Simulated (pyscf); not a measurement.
PySCF, gas phase, ωB97X-D3(BJ)/def2-SVP geometries.

Problem. Estimate the classical barrier height and the reaction energy of F–W(F)(F)(F)(F)–F + H₂ -> F–WH(F)(F)(F)–F + HF at B3LYP-D3(BJ)/def2-TZVP. The step runs on the singlet surface, breaks F–W, H–H and forms H–W, F–H; take the separated reactants as zero.

Solution. ΔE‡ = 2.00 eV, ΔE = +1.64 eV. ωB97M-D3(BJ)/def2-TZVP gives 1.98 eV and +1.56 eV. Zero-point energy shifts the barrier by +0.17 eV. It is a four-centre exchange, with an imaginary mode of 943i cm⁻¹. On the product side the descent ends in a complex, 0.18 eV under the separated species and 0.57 eV under the saddle at ωB97X-D3(BJ)/def2-TZVP. One saddle was located; it need not be the lowest between these sides. Elements past Kr carry the def2 core potentials, without spin-orbit coupling.
